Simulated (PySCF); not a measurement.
Some computed properties have been withheld. Give your best values.

Species: phosphanide, PH₂ (charge -1).
Hydrogens: H2, H3 on P1.

```tsv
property	level	value
point group	PBE0-D3(BJ)/def2-SVP	?
rotational constants A, B, C	PBE0-D3(BJ)/def2-SVP	256.546, 235.915, 122.899 GHz
HOMO energy	PBE0/pcSseg-1	?
LUMO energy	PBE0/pcSseg-1	7.41 eV
1H chemical shifts (computed TMS as zero) by class	GIAO PBE0/pcSseg-1	-2.04 (H2/H3) ppm
isotropic shieldings of nuclei other than C and H, by class	GIAO PBE0/pcSseg-1	?
```

Electronic properties: PySCF, gas phase, density fitting. Geometry: PBE0-D3(BJ)/def2-SVP; no solvent, vibrations or thermal averaging. The geometry's basis has no diffuse functions, a weakness for an anion. The HOMO energy is positive, so at this level the finite basis confines the outermost electrons. No diffuse functions stand in pcSseg-1, which bears on an anion's orbital energies.

Question: Give the HOMO energy.

Answer: 1.66 eV.

Question: What is the point group?

Answer: C2v.

Question: What are the isotropic shieldings of nuclei other than C and H, by class?

Answer: 632 (P1) ppm.

The rotational constants make it an asymmetric top with κ = (2B − A − C)/(A − C) = 0.69, nearer the oblate limit (+1). With B = h/(8π²I), that is 505.379 GHz u Å² over I, the principal moments of inertia are 1.97, 2.14 and 4.11 u Å² (most abundant isotopes).

For the NMR shielding job (PBE0/pcSseg-1), on one thread of an Arm Neoverse V1, on a shared host, this took 1.3 s wall (grids of density and orbitals included) and 0.25 GiB of memory at its peak.
